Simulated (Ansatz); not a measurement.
`C1CNC1`. Charge 0, multiplicity 1. The geometry is a stationary point of PBE0-D4/def2-TZVP.

```xyz
11

C    -0.333   -0.889    0.238
C     1.026   -0.175    0.172
N     0.418    0.820   -0.726
C    -0.924    0.441   -0.255
H    -0.420   -1.678   -0.509
H    -0.664   -1.263    1.206
H     1.321    0.225    1.151
H     1.872   -0.722   -0.254
H     0.688    1.782   -0.567
H    -1.295    1.053    0.578
H    -1.690    0.405   -1.034
```

Problem. What is the dipole moment at r2SCAN/def2-TZVPP? (Estimate.)

Solution. Ansatz gave: 1.19 D, with components (-0.17, 0.26, 1.15) D in this frame, pointing from negative to positive charge.

Problem. And with PBE, B3LYP, ωB97M-V? (Best estimate.)

Solution. Ansatz gave: PBE 1.15 D, B3LYP 1.22 D, ωB97M-V 1.24 D.

Problem. Give the Mulliken charges with r2SCAN, B3LYP, PBE in def2-TZVPP. (An estimate is asked.)

Solution. The calculation gave: 
| atom | r2SCAN | B3LYP | PBE |
| --- | --- | --- | --- |
| C1 | -0.05 | -0.13 | -0.11 |
| C2 | 0.02 | -0.07 | -0.09 |
| N3 | -0.28 | -0.26 | -0.22 |
| C4 | 0.02 | -0.07 | -0.09 |
| H5 | 0.03 | 0.07 | 0.06 |
| H6 | 0.03 | 0.07 | 0.07 |
| H7 | 0.03 | 0.06 | 0.06 |
| H8 | 0.03 | 0.07 | 0.07 |
| H9 | 0.12 | 0.12 | 0.13 |
| H10 | 0.03 | 0.06 | 0.06 |
| H11 | 0.03 | 0.07 | 0.07 |

B3LYP here is the variant with VWN-RPA as its local correlation; programs differ in this.
